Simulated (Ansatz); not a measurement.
Energy needed to pull apart CH$_{5}$NSi (SMILES C[SiH]=N), singlet, into free ground-state atoms, from the structure below (at a frame of a short PBE0-D4/def2-SVP trajectory); no zero-point or spin–orbit terms; open-shell atoms are treated unrestricted, in their ground-state multiplicity.

```
8
angstrom
C -0.6839 0.8292 -0.4726
Si 0.6521 -0.2505 0.2239
N 0.2440 -1.6981 0.8066
H -1.0256 0.1266 -1.2446
H -0.4183 1.8238 -0.7687
H -1.4459 0.9847 0.3099
H 2.1811 -0.1164 -0.2904
H 0.6052 -2.5318 1.1552
```

Computed with Ansatz 0.2.0 (basis: def2-TZVPP); correlated methods freeze the cores.

| method | atomization energy (eV) |
| --- | --- |
| PBE-D4 | ? |
| r2SCAN-D4 | 27.96 |
| PBE0-D4 | ? |
| wB97M-V | 28.08 |
| HF | 19.36 |
| MP2 | 27.38 |
| CCSD | 26.65 |
| CCSD(T) | 27.12 |

**Question.** What does PBE0-D4 give? (To be estimated.)

**Answer.** By the calculation: 27.87 eV, which is about 0.75 eV more than CCSD(T)/def2-TZVPP.

**Question.** What does PBE-D4 give? (To be estimated.)

**Answer.** By the calculation: 28.51 eV, which is about 1.39 eV more than CCSD(T)/def2-TZVPP.

In triple zeta the MP2 and coupled-cluster atomization energies are still short of their basis limit by a few kcal/mol a bond, whereas those of the functionals are nearly converged, so these differences are not deviations from converged CCSD(T).

No T1 diagnostic of these runs exceeds 0.017. The restricted Hartree–Fock reference is unstable towards an unrestricted one here.

For scale, one of the runs: CCSD(T)/def2-TZVPP forces, 174 basis functions, launched by `ansatz run in.yaml --threads 2 --pin off --events-out ev --progress --plain --max-ram 3481MiB`. Time: 5 min of wall clock on 2 CPU threads of an Intel Xeon; the host was shared. Peak host memory: 2.7 GiB.
